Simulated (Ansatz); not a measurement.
Two shapes of singlet B₂H₆.

Shape 1:

```xyz
8

B     0.0000    0.0001    0.8808
B     0.0001    0.0000   -0.8808
H     0.9933    0.0000    0.0001
H    -0.9933    0.0000    0.0001
H     0.0000    1.0515    1.4668
H    -0.0001   -1.0515    1.4667
H     0.0000    1.0515   -1.4668
H    -0.0001   -1.0516   -1.4668
```

Shape 2:

```xyz
8

B     0.0000    0.0000    0.8104
B     0.0000    0.0000   -0.8104
H     0.9139    0.0000    0.0000
H    -0.9139    0.0000    0.0000
H     0.0000    0.9674    1.3494
H     0.0000   -0.9674    1.3494
H     0.0000    0.9674   -1.3494
H     0.0000   -0.9674   -1.3494
```

Basis set: cc-pVDZ (spherical functions). Left uncorrelated: 2 orbitals. Charge 0, multiplicity 1.

Computed with Ansatz (development build ahead of 0.2.0); each method stands on the lowest determinant of its kind that the runs found.

Which shape is lower in energy, and by how much in each method?

```json
{"method": "RHF", "E(2) − E(1) (eV)": "0.931"}
{"method": "RHF-MP2", "E(2) − E(1) (eV)": "0.985"}
```

Shape 1 is lower. Caution: no unrestricted run beside it, a lower state can exist.
